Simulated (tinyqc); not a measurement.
Worked calculation: UHF in the sto-6g basis, for H3O+, spin multiplicity 1. One step of it, computed by the program tinyqc.

Question. Iteration 2: DIIS coefficients. Solve [B -1; -1 0][c; lambda] = [0; -1] for the coefficients, which sum to one.

B (overlaps of the stored error matrices):
```
               1              2
1  1.0965210e+00  1.4795871e-01
2  1.4795871e-01  7.5571365e-02
```

Give: DIIS coefficients.

Answer.

DIIS coefficients: -0.0826  1.0826
